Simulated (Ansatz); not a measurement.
# BPH₂ (singlet): the correlation ladder, cc-pVTZ

How much of the correlation energy of BPH₂ (singlet) does each wave-function method recover here?

Computed with Ansatz 0.2.0, Gaussian basis. Level: cc-pVTZ, core rule «outside noble gas», up to 6 orbitals frozen.

Plan: UHF; CCSD(T) on RHF; CCSD(T) on UHF; BCCD(T) on RHF; CCSDT(Q) on RHF; CCSDT(Q) on UHF; CASSCF and MRCISD+Q, 10 electrons in 10 orbitals; CASSCF and NEVPT2, 10 electrons in 10 orbitals.

6 further runs of the same task are left out: 2 for a known fault of the program, 4 set aside as unsound or not needed.

### Step 1. What is computed

The geometry is a PBE0/def2-TZVP stationary point (not a proven minimum).

4 atoms, charge 0, spin multiplicity 1.

Atoms are counted from 1 here; the program's logs count them from 0.

Bond lengths: B1–P2 1.735 Å, B1–H3 1.204 Å, B1–H4 1.204 Å. Angles: P2–B1–H3 120.2°, P2–B1–H4 120.2°, H3–B1–H4 119.5°.

Coordinates:

```xyz
4
charge 0, multiplicity 1
B     0.00000    0.00000    1.19931
P     0.00000    0.00000   -0.53610
H     0.00000    1.03986    1.80527
H     0.00000   -1.03986    1.80527
```

### Step 2. UHF

in.yaml

```yaml
crystal:
  periodic: [false, false, false]
  atoms:
    - {symbol: B, position_ang: [0.000000, 0.000000, 1.199314]}
    - {symbol: P, position_ang: [0.000000, 0.000000, -0.536099]}
    - {symbol: H, position_ang: [0.000000, 1.039861, 1.805269]}
    - {symbol: H, position_ang: [0.000000, -1.039862, 1.805269]}
basis:
  gaussian: {orbitals: cc-pVTZ}
magnetization: {spin_polarized: true, initial_magnetization: 0}
hamiltonian: {xc: hf}
output: {orbitals: {seedname: orbitals}}
```

The run is started by

```
$ ansatz run in.yaml --threads 1 --pin off --events-out ev --progress --plain --max-ram 4096MiB --backend cpu
```

After this run come: CCSD(T) on RHF; CCSD(T) on UHF; BCCD(T) on RHF; CCSDT(Q) on RHF; CCSDT(Q) on UHF; CASSCF and MRCISD+Q, 10 electrons in 10 orbitals; CASSCF and NEVPT2, 10 electrons in 10 orbitals.

Q: Predict the results of all the runs planned. Wanted: RCCSDT(Q) below the RHF energy; RMP2 from RCCSDT(Q); UMP2 from RCCSDT(Q); RCCSD from RCCSDT(Q); RCCSD(T) from RCCSDT(Q); UCCSD(T) from RCCSDT(Q); UCCSDT(Q) from RCCSDT(Q); NEVPT2 valence from RCCSDT(Q); MRCISD+Q valence from RCCSDT(Q).

As calculated:

| quantity | value |
| --- | --- |
| RCCSDT(Q) below the RHF energy | -7.6418 eV |
| RMP2 from RCCSDT(Q) | +1407.9 meV |
| UMP2 from RCCSDT(Q) | +1597.6 meV |
| RCCSD from RCCSDT(Q) | +404.3 meV |
| RCCSD(T) from RCCSDT(Q) | +64.4 meV |
| UCCSD(T) from RCCSDT(Q) | +94.0 meV |
| UCCSDT(Q) from RCCSDT(Q) | -2.1 meV |
| NEVPT2 valence from RCCSDT(Q) | +1276.6 meV |
| MRCISD+Q valence from RCCSDT(Q) | +93.0 meV |
| levels within 1 kcal/mol (43 meV) | RCCSDT, UCCSDT, UCCSDT(Q) |
| T1 diagnostic | 0.028 |
| effectively unpaired electrons | 0.06 |

RCCSD(T) misses by +64.4 meV, 0.8 % of the correlation energy. CCSD(T) misses by +64.4 meV on the restricted determinant and by +94.0 meV on the unrestricted one; the two need not hold the same state or core. One determinant dominates. Of the multireference levels listed MRCISD+Q valence comes nearest in total energy (+93.0 meV), which doesn't show that its space is the better one. These misses are within one basis, not against nature.
